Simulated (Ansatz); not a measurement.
What does this script print? It uses the Ansatz DFT code, driven from Python.

`run_composite.py`
```python
'''A composite energy for ClH3SSi: DFT geometry, MP2 basis limit, coupled-cluster correction.'''

from dataclasses import dataclass
import itertools

import ansatz
from ase.data import atomic_numbers, covalent_radii
import numpy as np


@dataclass(frozen=True)
class Settings:
    basis: str = 'def2-SVP'
    functional: str = 'pbe0'
    dispersion: str = 'd3bj'


settings = Settings()

geometry = (
    ansatz.Crystal.molecule()
    .atom('S', [-1.09766, -1.24361, -0.2746])
    .atom('Si', [0.49076, 0.09697, 0.27549])
    .atom('Cl', [-0.2011, 1.98171, 0.4113])
    .atom('H', [-1.63503, -0.48121, -1.21658])
    .atom('H', [1.5115, 0.04612, -0.75904])
    .atom('H', [0.93153, -0.39997, 1.56344])
)

model = geometry.calculation()
model = model.basis(gaussian=settings.basis).functional(settings.functional, dispersion=settings.dispersion)
symbols = [site.symbol for site in geometry.cartesian_sites]
start = np.array([site.position_ang for site in geometry.cartesian_sites], dtype=float)
r = model.relax(force_tolerance=0.01).run(threads=1, backend='cpu').report
end = np.array(r['positions_ang'])
# pairs closer than 1.2 times the sum of covalent radii, before or after
radius = [covalent_radii[atomic_numbers[s]] for s in symbols]
span = lambda where, i, j: np.linalg.norm(where[i] - where[j])
bonded = [(i, j) for i, j in itertools.combinations(range(len(symbols)), 2) if min(span(start, i, j), span(end, i, j)) < 1.2 * (radius[i] + radius[j])]
print('pair        before    after (A)')
for i, j in bonded:
    print(f'{symbols[i]}{i}-{symbols[j]}{j}'.ljust(10), f'{span(start, i, j):8.4f} {span(end, i, j):8.4f}')

minimum = ansatz.Crystal.molecule()
for symbol, place in zip(symbols, end):
    minimum = minimum.atom(symbol, place.tolist())
at_minimum = minimum.calculation()
# MP2 extrapolated to the basis limit, plus the small-basis difference CCSD(T) - MP2
level = lambda method, basis: at_minimum.basis(gaussian=basis).correlation(method).run(threads=1, backend='cpu').report
small, large, cluster = level('mp2', 'cc-pVDZ'), level('mp2', 'cc-pVTZ'), level('ccsd_t', 'cc-pVDZ')
corr = lambda each: (each['free_energy_ev'] - each['reference_energy_ev']) / 27.211386246
mp2_limit = (27 * corr(large) - 8 * corr(small)) / 19
pieces = {'HF / cc-pVTZ': large['reference_energy_ev'] / 27.211386246, 'MP2 correlation, DZ-TZ limit': mp2_limit, 'CCSD(T) - MP2 / cc-pVDZ': corr(cluster) - corr(small)}
for name, value in pieces.items():
    print(f'{name:32s} {value:14.6f} Ha')
print(f'{"sum":32s} {sum(pieces.values()):14.6f} Ha')
print('T1 diagnostic', round(cluster['correlation']['coupled_cluster']['t1_diagnostic'], 4))
```

```console
$ python run_composite.py
pair        before    after (A)
S0-Si1       2.1501   2.1316
S0-H3        1.3256   1.3516
Si1-Cl2      2.0123   2.0687
Si1-H4       1.4542   1.4868
Si1-H5       1.4492   1.4850
HF / cc-pVTZ                       -1147.844440 Ha
MP2 correlation, DZ-TZ limit          -0.540619 Ha
CCSD(T) - MP2 / cc-pVDZ               -0.054125 Ha
sum                                -1148.439184 Ha
T1 diagnostic 0.0095
```

Reading the output:
- Total energies depend on the basis set; only differences at equal settings carry meaning.
- The sum leaves out core correlation, relativity, the Hartree-Fock basis error and zero-point energy; a DZ-TZ extrapolation is rough.
- Inner cores stay frozen, so this is valence correlation.
- For Al to Cl the sets with a tight d function, cc-pV(X+d)Z, are usual.
- An extrapolation from small basis sets is rough.
- Timing: 22 s on 1 thread of Arm Neoverse V1, with other jobs on the host, peak memory 0.31 GiB.
